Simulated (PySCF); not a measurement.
## Exercise with solution: entropy of an ideal gas

H3N, SMILES N (connectivity only; charge and spin as stated), charge +1, multiplicity 2.

Geometry: TPSSh-D3(BJ)/def2-TZVPD. The spin state was assumed, not searched.

TPSSh-D3(BJ)/def2-TZVPD (PySCF) gives the harmonic wavenumbers 874, 1547, 1547, 3333, 3507, 3507 cm⁻¹ and the rotational temperatures 15.2223, 15.2223, 7.6112 K. The molar mass is 17.03 g/mol, the symmetry number 6, the spin multiplicity 2.

Question: Work out the entropy at 298.15 K and 1 atm in the rigid-rotor, harmonic-oscillator model.

Answer: 
Translation (Sackur–Tetrode at 1 atm): S = R[1.5 ln M + 2.5 ln T − 1.16487] = 144.1 J/(mol K).
Rotation: q = (√π/σ) T^1.5/√(θA θB θC) = 36.2, S = R[ln q + 3/2] = 42.3 J/(mol K).
Vibration: with u = 1.4388 ν/T, each mode gives R[u/(e^u − 1) − ln(1 − e^−u)]:
```tsv
ν (cm⁻¹)	modes	u	S (J/(mol K))
874	1	4.22	0.65
1547	2	7.47	0.08
```
The stiffer modes add less than 0.005 each. Sum 0.7 J/(mol K).
Spin: R ln 2 = 5.8 J/(mol K).
Total 192.9 J/(mol K); the program's own thermochemistry gives 192.9. Translation makes up 75 % and vibration 0 %. Anharmonicity, hindered rotation and orbital degeneracy are left out.
